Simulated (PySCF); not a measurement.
# How far are cheaper levels from CCSD(T)/CBS for NH?

PySCF; the state is a triplet (π ↑↑). The composite is CCSD(T) extrapolated to the basis-set limit from two correlation-consistent sets, with core-valence (CV) and scalar-relativistic (SR) terms as its label shows; it has no spin–orbit coupling and nothing beyond (T). Here it is CCSD(T)/CBS(TQ)+CV+SR. It gives Re = 1.036 Å, ωe = 3295 cm⁻¹ and De = 3.60 eV to H + N.

```json
{"level": "UHF", "basis": "def2-TZVPP", "relativity": "no relativity", "Re (Å)": "1.020", "ωe (cm⁻¹)": "3512", "De (eV)": "2.21"}
{"level": "UHF-MP2", "basis": "def2-TZVPP", "relativity": "no relativity", "Re (Å)": "1.031", "ωe (cm⁻¹)": "3398", "De (eV)": "3.32"}
{"level": "UHF-SCS-MP2", "basis": "pcseg-1", "relativity": "no relativity", "Re (Å)": "1.041", "ωe (cm⁻¹)": "3380", "De (eV)": "3.17"}
{"level": "UHF-CCSD", "basis": "jorge-DZP-DKH", "relativity": "spin-free X2C", "Re (Å)": "1.058", "ωe (cm⁻¹)": "3235", "De (eV)": "3.07"}
{"level": "UHF-CCSD", "basis": "pcseg-2", "relativity": "no relativity", "Re (Å)": "1.035", "ωe (cm⁻¹)": "3309", "De (eV)": "3.42"}
{"level": "PBEsol", "basis": "cc-pVTZ", "relativity": "no relativity", "Re (Å)": "1.055", "ωe (cm⁻¹)": "3146", "De (eV)": "3.87"}
{"level": "revPBE", "basis": "def2-TZVPP", "relativity": "no relativity", "Re (Å)": "1.051", "ωe (cm⁻¹)": "3164", "De (eV)": "3.74"}
{"level": "r²SCAN", "basis": "def2-TZVPPD", "relativity": "no relativity", "Re (Å)": "1.041", "ωe (cm⁻¹)": "3259", "De (eV)": "3.65"}
{"level": "M06-2X", "basis": "pcseg-2", "relativity": "no relativity", "Re (Å)": "1.035", "ωe (cm⁻¹)": "3305", "De (eV)": "3.59"}
{"level": "ωB97X", "basis": "cc-pVTZ", "relativity": "no relativity", "Re (Å)": "1.037", "ωe (cm⁻¹)": "3333", "De (eV)": "3.61"}
```

Q: Give the difference of each row from the composite.

A: 

```tsv
level	basis	ΔRe (pm)	Δωe (%)	ΔDe (eV)
UHF	def2-TZVPP	-1.6	+6.6	-1.39
UHF-MP2	def2-TZVPP	-0.5	+3.1	-0.28
UHF-SCS-MP2	pcseg-1	+0.5	+2.6	-0.43
UHF-CCSD	jorge-DZP-DKH	+2.2	-1.8	-0.53
UHF-CCSD	pcseg-2	-0.1	+0.4	-0.18
PBEsol	cc-pVTZ	+1.9	-4.5	+0.27
revPBE	def2-TZVPP	+1.5	-4.0	+0.14
r²SCAN	def2-TZVPPD	+0.5	-1.1	+0.05
M06-2X	pcseg-2	-0.1	+0.3	-0.01
ωB97X	cc-pVTZ	+0.1	+1.2	+0.01
```

Q: Which rows come closest in De?

A: M06-2X in pcseg-2 (-0.01 eV); ωB97X in cc-pVTZ (+0.01 eV), counted from the composite.

Measured (Huber and Herzberg, Constants of Diatomic Molecules (1979)): Re = 1.03621 Å, ωe = 3282.27 cm⁻¹; the composite is off by -0.6 mÅ and +12.8 cm⁻¹.

Correlated steps freeze 1 core orbital. Correlated levels converge slowly with the basis: in double zeta they bind strong bonds too weakly, by up to about 1 eV, and carry superposition errors of some tenths. The state was picked by a PBE0 search and need not be the measured ground state.
